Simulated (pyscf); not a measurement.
Thermochemistry of product channels of `[AlH2][O][SnH3]` + `[ClH]` on the singlet surface, in kcal/mol, from CCSD(T)/def2-TZVPP + ΔMP2(QZVPP) energies (ideal gas, 1 atm, RRHO with modes under 100 cm⁻¹ raised to 100, one conformer, R ln 2 for chiral ones without a mode under 150 cm⁻¹). Structures and frequencies: ωB97X-D3(BJ)/def2-SVP in PySCF. MP2 and CC: frozen core, UHF for open shells. ΔMP2 is the change of the MP2 total energy from the triple- to the quadruple-zeta basis.

| products | ΔE | ΔH(298 K) | ΔG(600 K) | ΔG(1200 K) |
|---|---|---|---|---|
| `[AlH2][Cl]` + `[OH][SnH3]` | -1.9 | -0.7 | -2.1 | -2.8 |
| `[OH][AlH2]` + `[Cl][SnH3]` | -13.6 | -12.2 | -12.2 | -11.5 |

These are energies of the channels, which say nothing of barriers. The CCSD(T) − MP2 part came from Ansatz, without density fitting, on the same reference. The frozen core leaves the outer d or s,p core shells of the metals and heavy elements correlated in the MP2 and CC values, and def2-TZVPP describes them poorly, which can shift differences by a few kcal/mol. Elements past Kr carry the def2 core potentials, without spin-orbit coupling.
